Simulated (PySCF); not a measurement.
B3LYP has the VWN-RPA correlation part, as in Gaussian. 

Z-matrix (Å, degrees):
```
N
H 1 1.0292
H 1 1.0292 2 104.15
H 1 1.0292 2 104.15 3 108.87
```
Charge 0, multiplicity 1.

### Question
What is the computed LUMO, dipole moment, HOMO–LUMO gap, total energy and HOMO (B3LYP-D3(BJ)/def2-TZVP // TPSS-D3(BJ)/def2-SVP in PySCF)?

### Answer

| Item | Result |
|---|---|
| LUMO | 0.54 eV |
| dipole moment | 1.83 D |
| HOMO–LUMO gap | 8.06 eV |
| total energy | -56.5861 Ha |
| HOMO | -7.52 eV |
